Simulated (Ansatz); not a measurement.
# S2O2: how energies converge with the basis set

How large a basis does S2O2 need? Two functionals and correlated methods are run in growing sets.

Program: Ansatz 0.2.0, Gaussian basis. Level of theory: one geometry, several basis sets. These are calculated values, not measurements.

Plan: PBE0-D4/def2-SVP; ωB97M-V/def2-SVP; PBE0-D4/def2-QZVPP; ωB97M-V/def2-QZVPP; CCSD(T)/cc-pV(D+d)Z; CCSD(T)/cc-pV(T+d)Z; CCSD(T)/cc-pV(Q+d)Z; the functionals' def2-TZVPP values are taken from earlier runs.

**1. Structure used throughout**

An earlier PBE0-D4 in a triple-zeta def2 set relaxation fixed the geometry.

SMILES `O=S=S=O`, 4 atoms, charge 0, spin multiplicity 1.

Atoms are counted from 1 here; the program's logs count them from 0.

Bond lengths: O1–S2 1.464 Å, S2–S3 1.981 Å, S3–O4 1.464 Å. Angles: O1–S2–S3 115.4°, S2–S3–O4 115.4°.

As a file:

```mol
O2S2
  3D, bonds by distance, orders not assigned

  4  3  0  0  0  0  0  0  0  0999 V2000
    1.3079    0.0372    1.1584 O   0  0
    0.3076   -0.9221    0.6883 S   0  0
   -0.9196   -0.2499   -0.7145 S   0  0
   -0.6959    1.1349   -1.1321 O   0  0
  1  2  8  0
  2  3  8  0
  3  4  8  0
M  END
```

**2. PBE0-D4 in def2-SVP**

in.yaml

```yaml
crystal:
  periodic: [false, false, false]
  atoms:
    - {symbol: O, position_ang: [1.307915, 0.037185, 1.158388]}
    - {symbol: S, position_ang: [0.307552, -0.922143, 0.688262]}
    - {symbol: S, position_ang: [-0.919597, -0.249901, -0.714504]}
    - {symbol: O, position_ang: [-0.695860, 1.134859, -1.132147]}
basis:
  gaussian: {orbitals: def2-SVP}
hamiltonian: {xc: pbe0, dispersion: d4}
output: {orbitals: {seedname: orbitals}}
```

Command:

```bash
ansatz run in.yaml --threads 2 --pin off --events-out ev --progress --plain --max-ram 32768MiB --backend cpu
```

The runs that follow: ωB97M-V in def2-SVP; PBE0-D4 in def2-QZVPP; ωB97M-V in def2-QZVPP; CCSD(T) in cc-pV(D+d)Z; CCSD(T) in cc-pV(T+d)Z; CCSD(T) in cc-pV(Q+d)Z.

Before running them: what should the planned runs give, taken together? Wanted: MP2 correlation recovered, cc-pV(D+d)Z; MP2 correlation recovered, cc-pV(T+d)Z; MP2 correlation recovered, cc-pV(Q+d)Z; CCSD(T) limit from def2 sets; PBE0-D4: double and triple zeta above quadruple; ωB97M-V: double and triple zeta above quadruple.

As calculated:

| quantity | value |
| --- | --- |
| MP2 correlation recovered, cc-pV(D+d)Z | 69.7 % |
| MP2 correlation recovered, cc-pV(T+d)Z | 87.8 % |
| MP2 correlation recovered, cc-pV(Q+d)Z | 94.9 % |
| CCSD(T) limit from def2 sets (earlier runs) less the limit of this series | -101 meV |
| PBE0-D4: double and triple zeta above quadruple | 14.94, 0.99 eV |
| ωB97M-V: double and triple zeta above quadruple | 15.05, 0.95 eV |

PBE0-D4 gains 13.95 eV from double to triple zeta, then 0.99 eV more. Correlation climbs from 70 % (cc-pV(D+d)Z) to 95 % (cc-pV(Q+d)Z) of the limit; Hartree-Fock is 0.200 eV from its own by then. A limit from the def2 sets, made apart, differs by 101 meV, a least measure of the doubt on such a limit. Total energies overstate the basis error of differences, where much of it tends to cancel.
